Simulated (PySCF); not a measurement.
The numbers below are computed, except where a source is named.
## CH3O4

CH3O4 is a small molecule (built as: C site whose three back bonds go to OH, OH, OH; end group O), neutral, doublet. The structure, one conformer, was relaxed in the gas phase by PBE0-D3(BJ)/def2-SVP. No frequency run checks that it is a minimum.

SMILES: [O]C(O)(O)O

```
atom   x (Å)   y (Å)   z (Å)
  C1   0.045   0.042   0.203
  O2   0.348   0.866  -0.887
  O3   0.795  -1.100   0.236
  O4  -1.276  -0.316   0.132
  O5   0.364   0.850   1.240
  H6   1.311   0.937  -0.927
  H7   0.266  -1.803  -0.162
  H8  -1.804   0.491   0.136
```

EPR values by unrestricted B3LYP, IGLO-III on C O, pcH-1 on H.

**Question.** Predict g and the largest hyperfine couplings. Where does the spin sit?

**Answer.** g = 2.0026, 2.0057, 2.0259. The spin sits on O5 (88 %, bonded to 1 C) by Mulliken populations.
| atom | isotope | isotropic (MHz) | dipolar, principal values (MHz) |
| --- | --- | --- | --- |
| O5 | 17O | -45.8 | -256.3, 127.4, 128.9 |
| O2 | 17O | -14.1 | -64.6, 31.8, 32.8 |
| C1 | 13C | -29.3 | -4.2, -2.8, 6.9 |
| H6 | 1H | -12.8 | -17.5, -3.1, 20.6 |
| O3 | 17O | -0.2 | -8.5, 3.6, 4.9 |
| H8 | 1H | -1.3 | -4.1, -3.6, 7.7 |
